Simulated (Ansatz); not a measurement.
# H2O⁺, doublet: reading a ladder of total energies

Geometry: a point of a bend scan, not a stationary point.

```xyz
3

O     0.0000   -0.0411    0.0000
H     0.0000    0.3260   -0.9343
H     0.0000    0.3260    0.9343
```

Basis cc-pVDZ; Ansatz 0.2.0. Only valence electrons are correlated (noble-gas cores frozen), which leaves 7 electrons in 23 orbitals. Prefix R: restricted or restricted open-shell reference; prefix U: unrestricted.

Full CI is exact within this basis and frozen core; it isn't the basis-set limit. The frozen core follows each run's orbitals, which can shift R against U totals by a few meV.

Runs differ by some tens of microhartree through their thresholds and, for an open shell, their frozen cores, so steps under 0.1 kcal/mol mean nothing.

```tsv
level	total energy (hartree)
UHF	-75.621673
UMP2	-75.773235
UCCSD	-75.789680
UCCSD(T)	-75.791802
UCCSDT	-75.792045
UCCSDT(Q)	-75.792255
full CI	-75.792232
```

What is the correlation energy at full CI, and what share of it do UMP2 and UCCSD recover?

E(corr) = -75.792232 − (-75.621673) = -0.170559 hartree = -4.641 eV. UMP2: -0.151562 / -0.170559 = 88.86 %. UCCSD: -0.168007 / -0.170559 = 98.50 %.

By how many kcal/mol does UCCSD(T) miss full CI (1 hartree = 627.509 kcal/mol), and which steps make up the rest?

-75.791802 − (-75.792232) = 0.000430 hartree = 0.27 kcal/mol. Steps: UCCSDT − UCCSD(T) = -0.15, UCCSDT(Q) − UCCSDT = -0.13, full CI − UCCSDT(Q) = 0.01 kcal/mol. That is within 1 kcal/mol of the reference in this basis, which itself misses far more of the correlation at the basis-set limit.
